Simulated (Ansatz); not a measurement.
System: diamond. Method: r²SCANh (Ansatz, a first-principles code, plane waves, PAW).

Settings: plane-wave cutoff 520 eV, 12×12×12 k mesh, Fermi–Dirac smearing 0.01 eV, scalar-relativistic PAW data made under PBE.

The cell has the measured lattice: a = 3.5670 Å, b = 3.5670 Å, c = 3.5670 Å, α = 90.00°, β = 90.00°, γ = 90.00°.

Task: What does this level give for the band gap, smallest direct gap on the k points sampled and width of the whole s-p valence band?

Result: 
- band gap = 5.05 eV (indirect)
- smallest direct gap on the k points sampled = 6.65 eV
- width of the whole s-p valence band = 23.35 eV

Note: cell and atoms aren't relaxed at this level (pressure -5.8 GPa).

The computed numbers hold no vibrational or temperature effects.

Cost on a shared machine: around 40 core-seconds (rough).
